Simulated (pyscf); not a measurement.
H₂N–Si:–F (SMILES N[Si]F) [singlet] + H₂ (SMILES [H][H]) -> H₂N–SiH₂–F (SMILES N[SiH2]F), an insertion (singlet surface; H–H broken, H–Si, H–Si formed). Single points on ωB97X-D3(BJ)/def2-SVP structures (PySCF, gas phase). Energies in kcal/mol from the separated reactants.

Small-basis levels: PySCF, no dispersion term, spherical d functions. AM1 to PM7: differences of heats of formation from MOPAC, which are fitted to 298 K values and so differ in kind from electronic energies by zero-point and thermal terms. Cost: rough CPU time at the saddle relative to B3LYP/6-31G*, from one job on a shared machine.

```
level                   barrier  reaction energy        cost
----------------------  -------  ---------------  ----------
HF/STO-3G                  89.8            -41.1        0.06
SVWN5/6-31G*               32.2            -38.5         0.9
BP86/6-31G*                43.1            -31.2           1
B3LYP/STO-3G               74.2            -31.4         0.6
B3LYP/3-21G                54.2            -24.5         0.7
B3LYP/6-31G*               48.1            -33.2           1
B3LYP/6-311+G**            46.5            -31.3           1
B3LYP/def2-SVP             43.0            -34.2           1
PM7                        15.3            -21.5  under 0.02
ωB97M-D3(BJ)/def2-TZVP     46.3            -34.3           –
```

Against the last row the barrier runs from -31.0 (PM7) to +43.6 kcal/mol (HF/STO-3G). ωB97M-D3(BJ)/def2-TZVP has limits of its own. The same reactants have a lower exit, to F–SiH: [singlet] + NH₃ (barrier +36.1 kcal/mol at ωB97M-D3(BJ)/def2-TZVP, against +46.3 kcal/mol here). This is the saddle that the search found; another between the same sides may lie lower.
